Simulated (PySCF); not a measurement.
Diamond was calculated with G0W0@PBE in PySCF (GTH pseudopotentials, Gaussian basis).

The cell has the measured lattice: a = 3.567 Å, b = 3.567 Å, c = 3.567 Å, α = 90.00°, β = 90.00°, γ = 90.00°.

### Question
Predict the band gap and smallest direct gap on the k points sampled.

### Answer

- band gap: 5.53 eV ± 0.1
- smallest direct gap on the k points sampled: 7.44 eV ± 0.06

Note: cell and atoms aren't relaxed at this level.

A ± is a rough bar: the spread of an extrapolation, a floor set from checks against published values, or a statistical error.
